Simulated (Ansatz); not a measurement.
C2H8Si, closed shell: at a first-order saddle point.

Input (in.yaml):

```yaml
crystal:
  periodic: [false, false, false]
  atoms:
    - {symbol: Si, position_ang: [-1.154591, 0.209308, -0.243389]}
    - {symbol: C, position_ang: [0.423671, -1.380302, -0.209559]}
    - {symbol: H, position_ang: [-0.602051, -0.863740, -1.167638]}
    - {symbol: H, position_ang: [-1.695486, -0.414871, 0.998453]}
    - {symbol: C, position_ang: [0.060950, 1.584741, 0.194213]}
    - {symbol: H, position_ang: [-0.001264, -2.366189, -0.034891]}
    - {symbol: H, position_ang: [1.142003, -1.402536, -1.028979]}
    - {symbol: H, position_ang: [0.907611, -0.999496, 0.688121]}
    - {symbol: H, position_ang: [0.774402, 1.717609, -0.622989]}
    - {symbol: H, position_ang: [-0.471818, 2.531225, 0.312959]}
    - {symbol: H, position_ang: [0.616574, 1.384151, 1.113800]}
basis:
  gaussian: {orbitals: def2-TZVPP}
hamiltonian: {xc: {name: B2PLYP}}
```

Run by:

```bash
ansatz run in.yaml --threads 2 --pin off --events-out ev --progress --plain --max-ram 4352MiB
```

What Ansatz 0.2.0 printed:

```
Functional definition: B2PLYP
  name "B2PLYP"
  cite "Grimme, J. Chem. Phys. 124, 034108 (2006) doi:10.1063/1.2148954"
  cite "Becke, Phys. Rev. A 38, 3098 (1988) doi:10.1103/PhysRevA.38.3098"
  cite "Lee, Yang & Parr, Phys. Rev. B 37, 785 (1988) doi:10.1103/PhysRevB.37.785"
  parameter a = 0.53
  parameter c = 0.27
  exchange = (1 - a)*b88_x + a*exact_x
  correlation = (1 - c)*lyp_c + c*(mp2_os + mp2_ss)
1218 factors; integrals over basis functions are off by at most 9.7e-4 eV
mean field evaluation 1: about -10063.5115 eV, gradient 5.3e1 eV
mean field evaluation 2: about -10063.6037 eV, gradient 5.3e1 eV
mean field evaluation 4: about -10070.1921 eV, gradient 5.9e0 eV
mean field evaluation 8: about -10070.3106 eV, gradient 5.5e-1 eV
mean field evaluation 16: about -10070.3117 eV, gradient 1.1e-4 eV
mean field -10070.31174892 eV, -370.0771308704 hartree, gradient 6.5e-6 eV, S^2 0.000000; 0 other end points of the search recorded, 0 dependent functions left out
7 core orbitals not correlated: weight in the atoms' cores, before any rotation towards them, 1.000 or more for the frozen orbitals, at most 0.000 for the correlated occupied ones
reference -10070.31191656 eV, -370.0771370310 hartree; 10, 10 occupied and 199, 199 virtual orbitals, 1218 factors
second order -17.30449867 eV of doubles, -0.00000000 eV of singles
Total energy: -10074.98413120 eV, -370.2488377521 hartree
```

The lines “mean field evaluation” count trial sets of orbitals through the whole run, from several starts and some on an approximate energy, so they need not fall steadily or lie above the final value.

Hardware: 2 CPU threads of an Arm Neoverse V2, shared host. Wall time about 5.5 s.
